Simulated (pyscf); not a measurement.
`[SH][GeH3]` → `[S]=[GeH2]` + `[H][H]` (elimination; singlet surface; H–S, Ge–H broken, H–H formed). PySCF, gas phase, ωB97X-D3(BJ)/def2-SVP geometries. Energies in kcal/mol from the reactant's lowest minimum found.

| level | barrier | reaction energy |
|---|---|---|
| PBE/def2-TZVP | 53.8 | +29.5 |
| r²SCAN/def2-TZVP | … | … |
| B3LYP-D3(BJ)/def2-TZVP | 59.5 | +30.5 |
| M06-2X/def2-TZVP | 58.9 | +30.7 |
| ωB97M-D3(BJ)/def2-TZVP | 61.5 | +33.4 |
| HF/def2-TZVP | … | +35.0 |

Some entries are withheld; supply them.


- r²SCAN/def2-TZVP, barrier: 56.8
- r²SCAN/def2-TZVP, reaction energy: +31.8
- HF/def2-TZVP, barrier: 72.2

The functionals in the table span 7.7 kcal/mol in this barrier, from PBE to ωB97M-D3(BJ)/def2-TZVP. At the saddle there is also a short Ge–H contact that neither side keeps. The same reactants have a lower exit, to H₂S + GeH₂ [singlet] (barrier +53.9 kcal/mol at ωB97M-D3(BJ)/def2-TZVP, against +61.5 kcal/mol here). S=GeH₂ lies 9.2 kcal/mol over its isomer HS–GeH: [singlet] (electronic energy, ωB97M-D3(BJ)/def2-TZVP). One saddle was located; it need not be the lowest between these sides. Elements up to Kr have no core potential and no relativistic terms here.
